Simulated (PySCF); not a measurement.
Species: C2H5NO.
Geometry (GFN2-xTB, Å), atoms numbered from 1 in this order:
```
atom  x, y, z in Å
C1    -0.9197    0.5407   -0.7140
O2     0.3135   -0.1344   -0.9040
C3     0.9321   -0.5232    0.2021
N4     0.4673   -0.3138    1.3509
H5    -1.2903    0.7864   -1.7061
H6    -1.6245   -0.1036   -0.1856
H7    -0.7672    1.4449   -0.1223
H8     1.8693   -1.0316   -0.0625
H9     1.0330   -0.6594    2.1163
```

Computed with PBE0/def2-SVPD in PySCF (dipole) on a GFN2-xTB geometry, gas phase.

Masses are those of the commonest isotopes; rigid-rotor values at the optimised geometry. The values belong to one conformer with, in the numbering `[H]/[N:4]=[CH:3]/[O:2][CH3:1]`, C1–O2–C3–N4 0°.

(1) What are A, B and C (cm⁻¹)?

(2) Classify the top.

(3) Is it planar, by Δ = Ic − Ia − Ib?

(4) Give the other two planar moments, Paa and Pbb, and the rms extents of the mass along the axes.

(5) Which types of transition are allowed, and where do some lines up to J = 2 fall?

(6) Estimate the classical rotational partition function at 50 K, 200 K and 298.15 K.

Answers

(1) Ia = 25.78, Ib = 73.33, Ic = 95.94 u·Å²; 505379 MHz·u·Å²/I gives 19606, 6892 and 5268 MHz, that is A = 0.65399, B = 0.22990, C = 0.17571 cm⁻¹.

(2) An asymmetric top; Ray's κ = -0.773.

(3) Not planar: Δ = Ic − Ia − Ib = -3.16 u·Å². For a rigid frame Δ = −2 Σ m c², so Σ m c² = 1.58 u·Å² lies off the ab plane, practically all of it from hydrogen. The atom farthest from that plane is 0.89 Å away.

(4) Paa = Σ m a² = (Ib + Ic − Ia)/2 = 71.75 and Pbb = Σ m b² = (Ia + Ic − Ib)/2 = 24.20 u·Å². With the mass M = 59.04 u, the rms extents √(P/M) along a, b and c are 1.10, 0.64, 0.16 Å.

(5) The dipole components are |μa| = 0.22 D, |μb| = 0.57 D, |μc| = 0.00 D; the mirror of this Cs structure is the ab plane, so μc vanishes by symmetry and there are no c-type lines. The squared components, which scale the intensities, stand as 0.15 : 1.00 (a : b). Some lines, for components of 0.1 D or more:

```
type  branch         J(Ka,Kc)    MHz  lower level (cm⁻¹)
   a       Q  1(1,0) ← 1(1,1)   1625               0.830
   a       Q  2(1,1) ← 2(1,2)   4874               1.587
   a       R  1(0,1) ← 0(0,0)  12160               0.000
   b       Q  1(1,0) ← 1(0,1)  14339               0.406
   b       Q  2(1,1) ← 2(0,2)  16109               1.212
   a       R  2(1,2) ← 1(1,1)  22695               0.830
   a       R  2(0,2) ← 1(0,1)  24173               0.406
   b       R  1(1,1) ← 0(0,0)  24874               0.000
   a       R  2(1,1) ← 1(1,0)  25944               0.884
   b       R  2(1,2) ← 1(0,1)  35409               0.406
   b       Q  2(2,0) ← 2(1,1)  38288               1.749
   b       Q  2(2,1) ← 2(1,2)  43016               1.587
   b       R  2(2,1) ← 1(1,0)  64086               0.884
   b       R  2(2,0) ← 1(1,1)  65857               0.830
```

(6) Point group Cs, symmetry number σ = 1; q = (√π/σ)·√((kT/h)³/(ABC)), k/h = 20836.6 MHz/K: 2230 at 50 K, 17900 at 200 K, 32500 at 298.15 K.

Stationary, but not proved a minimum. Constants of a rigid frame at the computed geometry: no zero-point averaging, no centrifugal distortion. A rigid rotor knows nothing of internal rotation, which can split or shift real lines. Quadrupole hyperfine structure (14N) is left out.
